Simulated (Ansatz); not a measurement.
How far a parabola holds: energy against volume of bcc W

System: bcc W. Method: PBE-D4 in Ansatz (PAW). Settings: plane-wave cutoff 520 eV, 24×24×24 k mesh, Fermi–Dirac smearing 0.05 eV, no spin polarisation, scalar-relativistic PAW data made under PBE. The cell has no free parameter but its volume, all volumes share cutoff and mesh, and the runs aren't spin-polarised. Energies are free energies at the run's smearing, counted from the lowest row; static lattice.

```csv
V (Å³/atom),E (meV/atom)
15.156,26.96
15.472,6.51
15.788,0.00
16.104,6.08
16.419,23.53
16.735,?
```

The 5 complete rows are fitted with a parabola, E against V. With u = V - 15.8, the rows have u = -0.6440, -0.3280, -0.0120, 0.3040, 0.6190. Least squares gives E = -0.036 - 0.737·u + 63.340·u². Residuals (row less fit): 0.252, -0.510, 0.018, 0.486, -0.247; standard error 0.558 (degrees of freedom: 2). The fitted curve has its minimum at V = 15.8, where E = -0.04. Its curvature is d²E/dV² = 2 × 63.340 meV/Å⁶, so B = V0·d²E/dV² × 0.1602 = 321 GPa.

Q: Estimate the missing E (V = 16.735); what did the run itself give?

A: u = 0.9350, so E = -0.036 - 0.737 × 0.9350 + 63.340 × 0.9350² = 54.648 meV/atom. The calculation gives 51.23 meV/atom, 3.418 meV/atom below the prediction (6.7 % of the range of E in the table). The row lies outside the fitted rows, so this is an extrapolation. From the scatter of the fitted rows alone, a prediction at this place has a standard error of 1.320 meV/atom, so the miss is 2.6 times that.

The residuals are curvature that a parabola lacks, not noise. A solid that stiffens under compression and softens on expansion lies above the parabola at the compressed end and under it at the expanded end, as this row does. A third-order Birch-Murnaghan fit to the whole scan has B0 = 319 GPa. Only scans are tabulated whose curvature falls smoothly with volume, and where the parabola meets the shown rows within 5 % of their range and misses the end by 0.1 meV or more.

Measured, for comparison: bulk modulus 312 GPa (zero-point energy and finite temperature contributions removed, sources range from 300 to 328; as tabulated in doi:10.1021/acs.jctc.3c00612). Computed less measured: bulk modulus +2.2 % (inside the range of the sources held).

Spin–orbit coupling is not included.

Ansatz is a quantum-chemistry and plane-wave program.
